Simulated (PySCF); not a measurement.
Compound: 3-methylisoxazole, C4H5NO.
InChI=1S/C4H5NO/c1-4-2-3-6-5-4/h2-3H,1H3

The closed-shell ground state was solved at several levels (PySCF, density fitting, gas phase, non-relativistic). Geometry: PBE0-D3(BJ)/def2-SVP; no solvent, vibrations or thermal averaging.

```json
{"level": "B3LYP/pcJ-1", "basis functions": "212", "total energy (Eh)": "-285.3655", "HOMO (eV)": "-7.50", "LUMO (eV)": "-0.48", "gap (eV)": "7.02", "dipole (D)": "3.01"}
{"level": "KT2/pcSseg-2", "basis functions": "286", "total energy (Eh)": "-290.2148", "HOMO (eV)": "-6.55", "LUMO (eV)": "-1.25", "gap (eV)": "5.30", "dipole (D)": "2.81"}
{"level": "PBE0/pcSseg-1", "basis functions": "127", "total energy (Eh)": "-284.9994", "HOMO (eV)": "-7.74", "LUMO (eV)": "-0.25", "gap (eV)": "7.49", "dipole (D)": "3.02"}
```

Problem. What might CAM-B3LYP/def2-SVPD (163 basis functions) give for the same quantities?

Solution. Total energy -285.0247 Eh, HOMO -9.10 eV, LUMO 0.76 eV, gap 9.86 eV, dipole 3.08 D.

Problem. Over all these levels, which gives the widest orbital gap and which the narrowest?

Solution. CAM-B3LYP/def2-SVPD (range-separated hybrid) has the widest, 9.86 eV, and KT2/pcSseg-2 (GGA) the narrowest, 5.30 eV. Functional and basis both differ between the two, so the spread mixes both effects.

Problem. How far do the dipole and the HOMO energy spread over the levels?

Solution. The dipole runs from 2.81 to 3.08 D (mean 2.98 D) and the HOMO from -9.10 to -6.55 eV.
